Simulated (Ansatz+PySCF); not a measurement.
## doublet CH₄N: levels of theory in one basis

```xyz
6

C     0.0000    0.0342   -0.3686
N     0.0000    0.6037    0.9508
H     0.0000   -0.1769    1.6166
H     0.0000    0.8187   -1.1257
H     0.9173   -0.6399   -0.5366
H    -0.9173   -0.6399   -0.5366
```

Basis set: cc-pVTZ (spherical functions). Correlated methods keep 2 orbitals frozen. Correlation on ROHF uses semicanonical orbitals with singles. Charge 0, multiplicity 2.

Computed with Ansatz (development build ahead of 0.2.0) and PySCF 2.14.0; each method stands on the lowest determinant of its kind that the runs found.

| method | E − E(ROHF) (eV) | <S²> of the determinant |
| --- | --- | --- |
| ROHF | 0.00 | 0.75 |
| UHF | -0.15 | 0.76 |
| ROHF-MP2 | -9.85 | – |
| UHF-MP2 | -9.84 | 0.76 |

Task: What does ROHF-CCSD(T) give on the same scale?

Result: -11.01 eV.
